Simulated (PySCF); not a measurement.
HCl.
Numbering: `[ClH:1]` (hydrogens: H2 on Cl1)

Structure used (PBE0-D3(BJ)/def2-SVP), in Å, numbered top down from 1:
```
atom  x, y, z in Å
Cl1    0.6453   -0.0056   -0.0059
H2    -0.6398    0.0081   -0.0224
```

Computed with PBE0-D3(BJ)/def2-SVP geometry optimisation, gas phase (PySCF 2.14.0).

Take the most abundant isotopes and a rigid rotor. 

(1) What are the moment of inertia and the rotational constant?

(2) List the first levels of a rigid rotor in a Σ state.

(3) Where do the first rotational lines fall?

Answers

(1) I = 1.618 u·Å², B = 505379 MHz·u·Å²/I = 312329 MHz (10.4182 cm⁻¹, or 14.989 K as hB/k). For two atoms I = μr² with μ = 0.9796 u and r = 1.2852 Å.

(2) E(J) = BJ(J+1): J = 1: 20.836, J = 2: 62.509, J = 3: 125.018, J = 4: 208.364, J = 5: 312.546, J = 6: 437.564 cm⁻¹.

(3) The dipole is 1.38 D; J+1 ← J lies at 2B(J+1): 1 ← 0 at 624.66 GHz, 2 ← 1 at 1249.32 GHz, 3 ← 2 at 1873.98 GHz, 4 ← 3 at 2498.64 GHz, 5 ← 4 at 3123.29 GHz, 6 ← 5 at 3747.95 GHz.

PBE0-D3(BJ)/def2-SVP frequencies: not computed here. Constants of a rigid frame at the computed geometry: no zero-point averaging, no centrifugal distortion.

Time: 0.98 s; peak memory 0.23 GiB. Hardware: one thread of an Intel Xeon at 2.30 GHz, no GPU (shared host). These figures are those of the optimisation.
